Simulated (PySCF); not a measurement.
**Si₃: geometry, coupled-cluster ionisations and excitations**

Aim: predict the coupled-cluster ionisations and excitations of Si₃ (`[Si]1[Si][Si]1`).

Computed with PySCF 2.14.0, with density-fitted response routines of our own, on a single molecule in the gas phase. Atoms are numbered from 0 throughout.

## (1) Starting geometry

3 atoms, charge 0, multiplicity 1; geometry from: GFN2-xTB.

Bonds of the start (Å): Si0–Si1 2.31, Si1–Si2 2.31, Si2–Si0 2.46.

## (2) Relaxing the molecule at PBE0-D3(BJ)/def2-TZVP

What the job is given:

```
{"job": {"xc": "PBE0", "basis": "def2-TZVP", "d3": "d3bj", "grid": 2, "kind": "geom"}, "charge": 0, "multiplicity": 1}
Si     1.381940    -0.171760     0.038250
Si    -0.460240     1.218810    -0.017540
Si    -0.919600    -1.046250    -0.020660
```

**Question.** This job is followed by: EOM-CCSD/cc-pVTZ, vertical, frozen core, gas phase. What will the session give for the following? point group; rotational constants (main isotopes); correlation energy, MP2 and CCSD; T1 diagnostic; first ionisation (EOM-IP-CCSD).

**Answer**, as computed:

| quantity | value |
| --- | --- |
| point group | C2v |
| rotational constants (main isotopes) | 9.65, 4.74, 3.18 GHz |
| correlation energy, MP2 and CCSD | -8.45, -9.06 eV |
| T1 diagnostic | 0.0288 |
| first ionisation (EOM-IP-CCSD) | 8.19 eV |

In words: Relaxing lowered the energy by 0.362 eV in 6 steps; the close pair that moved most is Si0–Si2, from 2.463 to 2.760 Å. MP2 recovers 93 % of the CCSD correlation energy. For the hole of the first ionisation, Koopmans' theorem lies 0.03 eV above EOM-IP-CCSD, and it orders the states differently. T1 is over 0.02, so one reference may not be enough.
